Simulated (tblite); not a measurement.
C5H6F (doublet state).
Atom-mapped SMILES: `[F:1][CH2:2][C@@H:3]1[CH:4]=[C:5][CH2:6]1` (hydrogens: H7, H8 on C2; H9 on C3; H10 on C4; H11, H12 on C6)

Cartesian coordinates in Å at the GFN2-xTB level; atoms count from 1:
```xyz
12
C5H6F angstrom
F      2.2125    0.1076    0.6714
C      1.2643    0.4943   -0.2460
C      0.0685   -0.4372   -0.1948
C     -1.1185    0.0214   -1.0322
C     -1.8610    0.1467    0.0526
C     -0.8370   -0.2849    1.0614
H      0.9798    1.5224    0.0017
H      1.7457    0.4639   -1.2298
H      0.3660   -1.4717   -0.3795
H     -1.2343    0.1664   -2.0861
H     -1.0628   -1.2085    1.5877
H     -0.5221    0.4789    1.7674
```

Calculated harmonic vibrations of the isolated species, GFN2-xTB (tblite), most abundant isotopes, no scaling. This tight-binding method is rough: wavenumbers can miss measured ones by several per cent, in bad cases by 10 to 20. One conformer, not necessarily the lowest. Open shells enter through the occupations alone, without spin polarisation, and single modes of such species can be off by tens of per cent.

Harmonic wavenumbers (cm⁻¹): 85.6, 189.5, 252.3, 416.1, 442.7, 742.6, 786.6, 872.5, 898.3, 952.4, 978.9, 1004.9, 1027.2, 1094.4, 1103.0, 1109.0, 1145.8, 1196.3, 1198.7, 1271.1, 1319.5, 1434.8, 1447.4, 1649.1, 2936.9, 2943.6, 2953.4, 3018.7, 3026.0, 3171.8.

A = 9098, B = 2552, C = 2181 MHz; mass 85.045 u (most abundant isotopes); point group C1, symmetry number 1; spin multiplicity 2.

Task: What is the zero-point energy?

Result: Half the sum of the wavenumbers: 20335 cm⁻¹ = 243.26 kJ/mol.

Task: What is S at 200 K and 1 bar for an ideal gas of classical rigid rotors and harmonic oscillators?

Result: Translation 155.97, rotation 104.87, vibration 27.51, spin (R ln 2) 5.76: S = 294.1 J/(mol K).

Task: And Cp and H(200 K) − H(0)?

Result: Cp = 68.50 J/(mol K), of which vibrations give 35.24 (their classical limit is 30 R = 249.4); H(200 K) − H(0) = 9.89 kJ/mol without the zero-point energy, 3.24 from vibrations.

Task: Blend soft modes into free rotors: weight 1/[1 + (100 cm⁻¹/ν̃)⁴] for the oscillator and the rest for a rotor with moment μB/(μ + B), μ = h/(8π²ν), B = 10⁻⁴⁴ kg m². What vibrational entropy results?

Result: 26.66 J/(mol K) in place of 27.51, which changes −T·S at 200 K by +0.17 kJ/mol.

Task: What must be added to the electronic energy to get the Gibbs energy at 200 K and 1 bar?

Result: ZPE + [H(200 K) − H(0)] − T·S = 243.26 + 9.89 − 58.82 = 194.33 kJ/mol.

Task: Which modes carry the vibrational entropy at 200 K?

Result: 85.6 cm⁻¹: 12.48; 189.5 cm⁻¹: 6.35; 252.3 cm⁻¹: 4.41; 416.1 cm⁻¹: 1.74; 442.7 cm⁻¹: 1.49; 742.6 cm⁻¹: 0.25 J/(mol K); the other 24 give 0.78 together.

Task: How do the functions run with temperature in this model?

Result: 
| T (K) | S (J/(mol K)) | Cp (J/(mol K)) | H − H(0) (kJ/mol) | G − H(0) (kJ/mol) | ln q(vib) |
| --- | --- | --- | --- | --- | --- |
| 150 | 275.9 | 58.6 | 6.72 | -34.67 | 0.89 |
| 250 | 310.6 | 80.5 | 13.61 | -64.05 | 1.86 |
| 298.15 | 325.9 | 93.6 | 17.80 | -79.38 | 2.36 |
| 400 | 357.4 | 121.7 | 28.78 | -114.19 | 3.50 |
| 600 | 415.6 | 165.2 | 57.76 | -191.59 | 5.95 |
| 900 | 490.9 | 205.0 | 113.86 | -327.91 | 9.74 |

q(vib) and H(0) count from the zero-point level.

Hindered rotation and anharmonicity are outside this model. Other conformers, if any are populated, would add a mixing term that is left out. The structure is chiral; the term R ln 2 for an equal mix with its mirror image is left out.
